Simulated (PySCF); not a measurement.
Species: dimethylphosphine, C₂H₇P.
Bonds: C1–P2, P2–C3. Hydrogens: H4, H5, H6 on C1; H7 on P2; H8, H9, H10 on C3.

A GFN2-xTB structure was refined with PBE0-D3(BJ)/def2-SVP geometry optimisation, gas phase in PySCF 2.14.0. Its GFN2-xTB values:

| coordinate | GFN2-xTB |
| --- | --- |
| C1–P2 | 1.857 Å |
| C1–H4 | 1.088 Å |
| P2–H7 | 1.399 Å |
| C3–H9 | 1.058 Å |
| C1–P2–C3 | 99.1° |
| C1–P2–H7 | 94.5° |
| P2–C1–H4 | 111.4° |
| P2–C1–H6 | 110.9° |
| H4–C1–H5 | 108.3° |
| H4–C1–H6 | 111.7° |

Q: How do these coordinates change at the PBE0-D3(BJ)/def2-SVP level?

A: 
```
coordinate  PBE0-D3(BJ)/def2-SVP (Å or °)  change
     C3–H9                          1.101  +0.043
     P2–H7                          1.430  +0.031
     C1–H4                          1.100  +0.012
     C1–P2                          1.854  -0.003
  H4–C1–H6                          108.9    -2.8
  P2–C1–H6                          113.4    +2.5
  C1–P2–H7                           97.0    +2.5
  P2–C1–H4                          109.5    -1.9
  H4–C1–H5                          107.5    -0.8
  C1–P2–C3                           99.9    +0.8
```

The energy falls by 10.0 kJ/mol over 4 energy and gradient evaluations, the largest force component goes from 0.0325 to 2.0e-04 Eh/bohr, and the atoms move by 0.043 Å rms after alignment. The bond that changes most is C3–H9 (sp3 carbon bound to phosphorus to methyl hydrogen), which lengthens by 0.043 Å. Bonds longer at the end by more than 0.005 Å: 6 of 9; shorter: 1. Rotational constants go from 15849, 7041, 5392 to 15954, 6955, 5368 MHz.

The run used 81 basis functions and 25 SCF cycles in all.

Whether it is a minimum is left open (no frequencies).
